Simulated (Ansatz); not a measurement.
`O=C=C(O)F` + HCl → `O=C=C(O)Cl` + H–F  (substitution at a C–F bond)

Isolated molecules relaxed with PBE0-D4/def2-TZVP in Ansatz; ΔE leaves out vibrations. CCSD(T)/CBS is the MP2 limit (def2-TZVPP, def2-QZVPP) plus CCSD(T) − MP2 in def2-TZVPP, frozen cores. This one scheme is used for every species. DFT in def2-TZVPP. Each species was taken in one conformer, which may not be the lowest.

```
     species  PBE-QIDH energy (Eh)
 `O=C=C(O)F`            -326.76919
         HCl            -460.58322
`O=C=C(O)Cl`            -686.98031
         H–F            -100.38493
```

(1) Work out ΔE.

(2) What do rigid-rotor, harmonic-oscillator terms from PBE0-D4/def2-TZVP frequencies (298.15 K, 1 bar) make of the CCSD(T)/CBS value? (An estimate is asked.)

Largest T1 diagnostic among the species: 0.016.

Answers

(1) ΔE = (-686.98031) + (-100.38493) − (-326.76919) − (-460.58322) = -0.01283 Eh = -33.7 kJ/mol. CCSD(T)/CBS gives -36.0 kJ/mol.

(2) Computed: ΔZPE = +3.5 kJ/mol, ΔH = -31.8 kJ/mol, ΔS = -2 J/(mol·K), ΔG = -31.3 kJ/mol.

The D4 term adds −5.3 kJ/mol with B3LYP and −2.8 kJ/mol with PBE0; it sums over pairs of atoms, weighted by their polarisabilities, and B3LYP, whose exchange is more repulsive, gets the larger term. Leaving LDA and LC-ωPBE aside and taking each functional with its dispersion term where it has one, the values, not all of them listed here, spread over 13.7 kJ/mol, from PBE-QIDH to CAM-B3LYP-D4.

B3LYP here is the variant with VWN-RPA as its local correlation; programs differ in this.
